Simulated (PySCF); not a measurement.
Species: C3H4N2.
SMILES: `C/N=C\C#N`

Computed with PySCF at wB97X-D/def2-SVPD, non-relativistic, on one gas-phase PBE0-D3(BJ)/def2-SVP geometry that isn't relaxed in the solvent. The solvent is an IEF-PCM continuum (Bondi radii, 1.10 Å for H, scaled by 1.2), and excitations are vertical TDDFT with non-equilibrium linear response and a frozen core. Only the electrostatic response of the medium enters.

```json
{"run": "gas", "E − E(gas) (kcal/mol)": "0.00", "HOMO (eV)": "-10.29", "HOMO–LUMO gap (eV)": "9.93", "dipole (D)": "2.05", "lowest singlet (eV)": "4.41", "static polarisability (au)": "49.0"}
{"run": "P", "E − E(gas) (kcal/mol)": "-2.36", "HOMO (eV)": "-10.23", "HOMO–LUMO gap (eV)": "9.93", "dipole (D)": "2.28", "lowest singlet (eV)": "4.41", "static polarisability (au)": "54.8"}
{"run": "Q", "E − E(gas) (kcal/mol)": "-5.86", "HOMO (eV)": "-10.19", "HOMO–LUMO gap (eV)": "9.94", "dipole (D)": "2.56", "lowest singlet (eV)": "4.45", "static polarisability (au)": "64.9"}
```

Question: The runs were made in acetonitrile and cyclohexane. Which run belongs to which solvent?

Answer: P = cyclohexane, Q = acetonitrile. The dielectric constants are 2.017 (cyclohexane), 35.69 (acetonitrile), and the energy falls further as ε rises. The optical constants n² used for the excitations are 2.04, 1.81 in the same order. In this model the ground state sees the solvent through ε alone.

Question: How constant is the ratio of the lowering to (ε − 1)/(2ε + 1)?

Answer: 
```json
{"solvent": "cyclohexane", "(ε − 1)/(2ε + 1)": "0.202", "E − E(gas) (kcal/mol)": "-2.36", "ratio (kcal/mol)": "-11.7", "polarisation term (kcal/mol)": "-2.53"}
{"solvent": "acetonitrile", "(ε − 1)/(2ε + 1)": "0.479", "E − E(gas) (kcal/mol)": "-5.86", "ratio (kcal/mol)": "-12.2", "polarisation term (kcal/mol)": "-6.89"}
```

The ratio changes by +4.5 % in size from cyclohexane to acetonitrile. The polarisation term is half the interaction of the solute with the induced surface charges.

wB97X-D is run here without its empirical dispersion term; that term would change no orbital, density or response property at a fixed geometry.
